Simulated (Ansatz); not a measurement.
**MgSiH₄: functionals against CCSD(T) at one geometry**

One table from this session's results is given with a row withheld; the runs are named, their logs left out.

Method: single points in def2-TZVPP; program: Ansatz 0.2.0, Gaussian basis.

Cores are frozen in the correlated methods. The outer core shell of Li, Na, Mg and K is correlated.

## The system as given

SMILES `[MgH][SiH3]`, 6 atoms, charge 0, spin multiplicity 1.

Atoms are counted from 1 here; the program's logs count them from 0.

Bond lengths: Mg1–Si2 2.467 Å, Mg1–H3 1.802 Å, Si2–H4 1.501 Å, Si2–H5 1.435 Å, Si2–H6 1.431 Å. Angles: Si2–Mg1–H3 175.3°, Mg1–Si2–H4 111.9°, Mg1–Si2–H5 109.9°, Mg1–Si2–H6 118.5°, H4–Si2–H5 105.0°, H4–Si2–H6 105.5°, H5–Si2–H6 105.0°.

As a file:

| atom | x (Å) | y (Å) | z (Å) |
| --- | --- | --- | --- |
| Mg1 | 0.6620 | -1.3828 | 0.5445 |
| Si2 | -0.3628 | 0.7125 | -0.2578 |
| H3 | 1.4054 | -2.8563 | 1.2677 |
| H4 | -1.6081 | 0.4579 | -1.0562 |
| H5 | 0.5299 | 1.3771 | -1.1635 |
| H6 | -0.7239 | 1.7080 | 0.7050 |

Set-up of the first run:

File run/in.yaml:

```yaml
crystal:
  periodic: [false, false, false]
  atoms:
    - {symbol: Mg, position_ang: [0.662000, -1.382800, 0.544500]}
    - {symbol: Si, position_ang: [-0.362800, 0.712500, -0.257800]}
    - {symbol: H, position_ang: [1.405400, -2.856300, 1.267700]}
    - {symbol: H, position_ang: [-1.608100, 0.457900, -1.056200]}
    - {symbol: H, position_ang: [0.529900, 1.377100, -1.163500]}
    - {symbol: H, position_ang: [-0.723900, 1.708000, 0.705000]}
basis:
  gaussian: {orbitals: def2-TZVPP}
correlation: {method: ccsd_t}
output: {forces: true}
```

No record of the launch command was kept for these runs.

Among the steps run: CCSD(T)/def2-TZVPP; PBE0-D4/def2-TZVPP; wB97M-V/def2-TZVPP; r2SCAN-D4/def2-TZVPP; PBE-D4/def2-TZVPP; BLYP-D4/def2-TZVPP; BHLYP-D4/def2-TZVPP.

One of the session's tables, all rows but one given; the rest of the session is left out.

```
   method  RMS force component (eV/Å)  angle to CCSD(T) forces (°)  dipole (D)
  CCSD(T)                       0.640                    reference        0.31
  PBE0-D4                       0.635                          4.1        0.26
  wB97M-V                       0.608                          3.2        0.27
r2SCAN-D4                       0.629                          3.6        0.27
   PBE-D4                       0.648                         10.6        0.25
  BLYP-D4                           ?                            ?           ?
 BHLYP-D4                       0.626                          7.8        0.27
```

Estimate the missing values for BLYP-D4.

The run gave: RMS force component (eV/Å): 0.632; angle to CCSD(T) forces (°): 5.4; dipole (D): 0.24. In the column «RMS force component (eV/Å)» it lies between r2SCAN-D4 (0.629) and PBE0-D4 (0.635).
